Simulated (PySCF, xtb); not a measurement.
CH₃S, SMILES C[S], multiplicity 2.

Harmonic wavenumbers (cm⁻¹) from xtb with GFN2-xTB at its own minimum, in rising order: 759, 903, 903, 1305, 1422, 1422, 3016, 3020, 3021.

Q: What does r2SCAN-D4/def2-TZVP (PySCF 2.14.0) give at its own minimum? (The exact figures need the calculation; the answer reports its results.)

A: 568, 727, 859, 1319, 1364, 1465, 3013, 3090, 3117. Paired by order, the mean absolute difference is 77 cm⁻¹ and the zero-point energies are 22.5 and 22.2 kcal/mol.
